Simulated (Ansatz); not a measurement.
Basis-set extrapolation for C₃H₆OS (`SCC1CO1`) (PBE0-D4/def2-TZVP geometry, frozen core, the Gaussian-basis code of Ansatz). Multiplicity 1, RHF reference.

```json
{"": "HF", "def2-TZVPP": "-589.525143", "def2-QZVPP": "-589.545414"}
{"": "MP2 correlation", "def2-TZVPP": "-0.916246", "def2-QZVPP": "-0.982539"}
{"": "CCSD(T) correlation", "def2-TZVPP": "-0.998845", "def2-QZVPP": "not run"}
```

Energies in hartree. Use E(X) = E(∞) + A·exp(−7.88·√X) for Hartree–Fock and E(X) = E(∞) + B·X^(−2.97) for correlation, with X = 3 and 4, and add CCSD(T) minus MP2 of the smaller set to the MP2 limit.

Problem. What is the CCSD(T) energy at the basis-set limit?

Solution. HF limit: -589.545414 + (-0.020271) × 0.13774 = -589.54821. MP2 limit: -0.982539 + (-0.066293) × 0.74074 = -1.03164. Higher-order term: -0.998845 − (-0.916246) = -0.08260. Total: -590.66245 hartree, 86.9 kcal/mol below CCSD(T)/def2-TZVPP.
